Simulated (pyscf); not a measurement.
Structures and frequencies: ωB97X-D3(BJ)/def2-SVP in PySCF. Correlated levels are frozen-core, on RHF or UHF. ΔMP2 is the change of the MP2 total energy from the triple- to the quadruple-zeta basis.

Cl–In (SMILES [Cl][In]) [singlet] + H₂S (SMILES S) -> HS–In (SMILES [SH][In]) [singlet] + HCl (SMILES Cl)
Surface: singlet. Broken: Cl–In, H–S. Formed: In–S, Cl–H. Give ΔE‡ and ΔE from CCSD(T)/def2-TZVPP + ΔMP2(QZVPP), relative to the separated reactants.

ΔE‡ = 41.7 kJ/mol, ΔE = +63.5 kJ/mol. Zero-point energy shifts the barrier by -2.0 kJ/mol. It is a four-centre exchange, with an imaginary mode of 228i cm⁻¹. On the reactant side the descent ends in a bound adduct, 34.8 kJ/mol under the separated species and 66.8 kJ/mol under the saddle at ωB97X-D3(BJ)/def2-TZVP. On the product side the descent ends in a bound adduct, 37.3 kJ/mol under the separated species and 5.7 kJ/mol under the saddle at ωB97X-D3(BJ)/def2-TZVP. At CCSD(T) the saddle lies under the separated products, which points to a path from their complex (located at ωB97X-D3(BJ) alone), and parting the products costs more than the saddle. At ωB97X-D3(BJ) the barrier from the zero used here is 32.0 kJ/mol. One saddle was located; it need not be the lowest between these sides. The CCSD(T) − MP2 part came from Ansatz, without density fitting, on the same reference. The frozen core leaves the outer d or s,p core shells of the metals and heavy elements correlated in the MP2 and CC values, and def2-TZVPP describes them poorly, which can shift differences by a few kcal/mol. Elements past Kr carry the def2 core potentials, without spin-orbit coupling.
